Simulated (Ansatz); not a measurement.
**What a trial cell of Pb relaxes into**

The calculation used Ansatz, DFT PBEsol, scalar-relativistic, plane waves, PAW. Cutoff 420 eV, Γ-centred k mesh, Gaussian smearing, no spin polarisation in the final step.

Pb was placed on the omega structure type (P6/mmm, No. 191), at a guessed volume.

```
Pb
1.0
     5.88563    0.00000    0.00000
    -2.94282    5.09711    0.00000
     0.00000    0.00000    3.60815
Pb
3
Direct
  0.00000 0.00000 0.00000
  0.33333 0.66667 0.50000
  0.66667 0.33333 0.50000
```

Cell and atoms relax at zero pressure; the relaxation can't lower the symmetry of the start. After a coarse first stage the cell is made exact in the group found at 0.06 Å.

Energies count from the standard state of Pb at the same level.

Question: What does it relax into?

Answer: It keeps P6/mmm (No. 191). The result has the omega structure. Conventional cell: a = 5.567 Å, c = 3.360 Å. Around Pb on Wyckoff site a (1 atom of the primitive cell) lie 2 Pb at 3.36 Å and 12 Pb at 3.63 Å; around Pb on Wyckoff site d (2 atoms of the primitive cell) lie 5 Pb at 3.21–3.36 Å and 6 Pb at 3.63 Å.

```
Pb
1.0
     5.56679    0.00000    0.00000
    -2.78339    4.82098    0.00000
     0.00000    0.00000    3.36029
Pb
3
Direct
  0.00000 0.00000 0.00000
  0.33333 0.66667 0.50000
  0.66667 0.33333 0.50000
```

Question: What are its volume, energy, density and gap?

Answer: The volume per atom is 30.06 Å³. The density is 11.45 g/cm³, the energy over the standard structure is 0.05 eV/atom and the gap on the 9×9×14 mesh is 0 eV (a metal).

The final run used a 9×9×14 mesh on its 3-atom cell and 0.10 eV smearing. For metals, differences of a few meV/atom aren't resolved. Spin–orbit coupling is left out. A structure relaxed within its symmetry needn't be a true minimum. The steps took roughly 60 core-seconds in all.